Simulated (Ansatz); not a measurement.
Isolated molecules relaxed with PBE0-D4/def2-TZVP in Ansatz; ΔE leaves out vibrations. CCSD(T)/CBS adds triple-zeta CCSD(T) − MP2 to the extrapolated MP2 energy (def2 sets, frozen cores). This one scheme is used for every species, atoms too. DFT in def2-TZVPP. B3LYP here is the variant with VWN-RPA as its local correlation; programs differ in this. HSE06 is defined as in plane-wave codes. Open shells (•) are unrestricted, without spin–orbit coupling. Spin–orbit coupling would lower the free atoms: a little for C, S.

Reaction (atomization): `C#CSC` → 3 C• + 4 H• + S•

`C#CSC`:

```xyz
8

C    -0.214   -2.226   -0.416
C    -0.390   -1.052   -0.629
S    -0.675    0.559   -0.985
C     0.209    1.361    0.372
H    -0.058   -3.261   -0.227
H    -0.219    1.071    1.330
H     1.269    1.114    0.335
H     0.078    2.434    0.221
```

```tsv
level	ΔE (kJ/mol)	difference from CCSD(T)/CBS
LDA (SPW92)	3668.4	500.6
r2SCAN-D4	3188.7	20.9
HSE06-D4	3208.2	40.4
BHLYP-D4	3062.0	-105.8
ωB97X-V	3170.5	2.7
ωB97M-V	3186.2	18.4
PBE-QIDH	3168.9	1.1
r2SCAN	3185.2	17.4
B3LYP	3151.7	-16.1
r2SCANh	3161.0	-6.8
r2SCAN0	3126.2	-41.6
HF/def2-TZVPP	2272.0	-895.8
MP2/def2-TZVPP	3159.2	-8.6
MP2/def2-QZVPP	3209.4	41.6
SCS-MP2/def2-QZVPP	3186.1	18.3
HF/CBS(def2)	2275.6	-892.2
CCSD(T)/CBS	3167.8	0
```

Question: What do rigid-rotor, harmonic-oscillator terms from PBE0-D4/def2-TZVP frequencies (298.15 K, 1 bar) make of the CCSD(T)/CBS value? (Estimate.)

Answer: Ansatz gave: ΔZPE = -150.4 kJ/mol, ΔH = +3050.6 kJ/mol, ΔS = 802 J/(mol·K), ΔG = +2811.5 kJ/mol. Open shells count their whole term as degenerate.

Largest T1 diagnostic among the species: 0.012.

In def2-TZVPP, CCSD(T) changes the Hartree–Fock value by +810.1 kJ/mol (the triples alone add +62.1 kJ/mol) and MP2 by +887.1 kJ/mol; breaking electron pairs costs correlation energy, which Hartree–Fock lacks. The D4 term adds +23.4 kJ/mol with B3LYP and +12.1 kJ/mol with PBE0; it sums over pairs of atoms, weighted by their polarisabilities, and B3LYP, whose exchange is more repulsive, gets the larger term. From PBE to PBE0 (25 % exact exchange), in def2-TZVPP and without D4, ΔE moves by −72.7 kJ/mol: exact exchange takes away binding that semilocal exchange gives to molecules.

For atomizations the MP2-based limit and the directly extrapolated one differ by several kJ/mol either way, and by 10 to 25 for some Ge, Se and Sn compounds, so smaller differences from it don't rank the levels.
